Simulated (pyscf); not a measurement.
This saddle point was located with ωB97X-D3(BJ)/def2-SVP in PySCF.

```
O
B 1 1.3806
O 2 1.3517 1 121.23
H 3 0.9652 2 113.98 1 0.04
H 1 1.1556 2 137.00 3 -47.38
F 5 1.2648 1 119.58 2 -127.34
H 1 1.1665 5 63.08 6 -0.66
H 2 1.2044 3 119.10 4 178.55
```

Surface: singlet, charge 0. Lowest wavenumbers (cm⁻¹): 2131i, 44, 121, 434, 580.

### Question
Name the species on either side of this saddle.

### Answer
HO–BH–OH + HF <-> HO–BH–OH + HF, a four-centre exchange read from left to right: H–O, F–H broken and H–O, F–H formed. At CCSD(T)/def2-TZVPP + ΔMP2(QZVPP) it lies +1.81 eV from the left side and +1.81 eV from the right (each side as separated species at their lowest minima found). On the reactant side the descent ends in a complex, 0.19 eV under the separated species and 1.86 eV under the saddle at ωB97X-D3(BJ)/def2-TZVP. On the product side the descent ends in a bound adduct, 0.42 eV under the separated species and 2.08 eV under the saddle at ωB97X-D3(BJ)/def2-TZVP. At ωB97X-D3(BJ) the barrier from the zero used here is 1.67 eV. The same reactants have a lower exit, to H₂O + HO–BH–F (barrier +0.74 eV at ωB97M-D3(BJ), against +1.64 eV here). This is the saddle that the search found; another between the same sides may lie lower. The CCSD(T) − MP2 part came from Ansatz, without density fitting, on the same reference.
